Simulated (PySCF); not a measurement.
Below is a simulated gas-phase C 1s photoelectron spectrum of `C#C[C@H](C)NC`.

Every computed line was given a Gaussian of 1.0 eV full width at half maximum and an area set by the number of equivalent atoms; the highest printed point is 100. Level of theory: delta-SCF UKS SCAN, pcX-2 on the ionised atom, pcseg-1 elsewhere, spin-free X2C (PySCF).

| binding energy (eV) | intensity |
| --- | --- |
| 288.5 | 0 |
| 288.6 | 0 |
| 288.7 | 1 |
| 288.8 | 1 |
| 288.9 | 2 |
| 289.0 | 3 |
| 289.1 | 6 |
| 289.2 | 9 |
| 289.3 | 14 |
| 289.4 | 21 |
| 289.5 | 29 |
| 289.6 | 38 |
| 289.7 | 49 |
| 289.8 | 60 |
| 289.9 | 71 |
| 290.0 | 81 |
| 290.1 | 90 |
| 290.2 | 96 |
| 290.3 | 99 |
| 290.4 | 100 |
| 290.5 | 98 |
| 290.6 | 93 |
| 290.7 | 88 |
| 290.8 | 81 |
| 290.9 | 75 |
| 291.0 | 69 |
| 291.1 | 64 |
| 291.2 | 60 |
| 291.3 | 57 |
| 291.4 | 55 |
| 291.5 | 53 |
| 291.6 | 51 |
| 291.7 | 50 |
| 291.8 | 49 |
| 291.9 | 48 |
| 292.0 | 46 |
| 292.1 | 44 |
| 292.2 | 40 |
| 292.3 | 35 |
| 292.4 | 29 |
| 292.5 | 23 |
| 292.6 | 17 |
| 292.7 | 12 |
| 292.8 | 8 |
| 292.9 | 5 |
| 293.0 | 3 |
| 293.1 | 2 |
| 293.2 | 1 |
| 293.3 | 1 |
| 293.4 | 0 |
| 293.5 | 0 |

Q: Count the maxima, the lines and the sites behind this envelope.

A: The curve has 1 maximum (at 290.4 eV). Under it lie 5 lines from 5 inequivalent carbon sites. At this width some lines have no maximum of their own.

Q: Decompose the envelope and assign each component. Numbering: `[CH:1]#[C:2][C@H:3]([CH3:4])[NH:5][CH3:6]`.

A: 
| position (eV) | relative area | line | atoms | environment |
| --- | --- | --- | --- | --- |
| 289.94 | 1 | C 1s | C1 | terminal alkyne carbon |
| 290.36 | 1 | C 1s | C2 | alkyne carbon |
| 290.55 | 1 | C 1s | C4 | methyl carbon |
| 291.26 | 1 | C 1s | C6 | N-methyl carbon |
| 292.06 | 1 | C 1s | C3 | sp3 carbon bound to nitrogen |

Q: What are the centre and the root-mean-square width of the whole band?

A: The area-weighted mean of the lines is 290.84 eV. Their own spread about it is 0.75 eV (rms) and each Gaussian has σ = 1.0/2.355 = 0.42 eV; the variances add, which gives 0.86 eV.

The listed C 1s values span 2.12 eV, from C1 (bonded to C (triple bond) and H) to C3 (bonded to N, 2 C and H). The widest gap between neighbouring values is 0.80 eV, between 291.26 and 292.06 eV. Summing the Pauling electronegativity differences to the bonded atoms, each weighted by its formal bond order, gives -0.35 for the lowest site and +0.14 for the highest; no listed site has a larger sum than the highest. The smallest sum, -1.05, belongs to C4, 0.61 eV above the lowest.

Shake-up satellites, vibrational structure and lifetime widths aren't simulated. Spin contamination (⟨S²⟩ against 0.75 for a pure doublet) is marked for C 1s of C2 (0.85), which makes this value less certain. Isolated species at its GFN2-xTB geometry (one conformer only).

The values belong to the conformer `[CH:1]#[C:2][C@H:3]([CH3:4])[NH:5][CH3:6]`: C2–C3–N5–C6 -64°.
